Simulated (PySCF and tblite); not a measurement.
Values are calculated unless marked as measured or tabulated.
System: C2H5N, numbered as in [CH2:1]1[CH2:2][NH:3]1.

Geometries: B3LYP-D3(BJ)/def2-SVP; energies: PBE0/pcSseg-2 + D3(BJ); zero-point and thermal terms from GFN2-xTB harmonic modes (soft modes blended into free rotors). Rates follow Eyring's equation with the number of equivalent paths and no tunnelling. Run with tblite and PySCF.

Q: What barrier does the pyramidal inversion at N3 meet, and how fast is it at 298 K?

A: The electronic barrier is 16.5 kcal/mol and ΔG‡(298 K) 15.0 kcal/mol, over a C2v saddle with an imaginary mode of 961i cm⁻¹ (GFN2-xTB). With 1 equivalent path, k is 58 s⁻¹, a mean lifetime of the start of 17 ms against this motion.
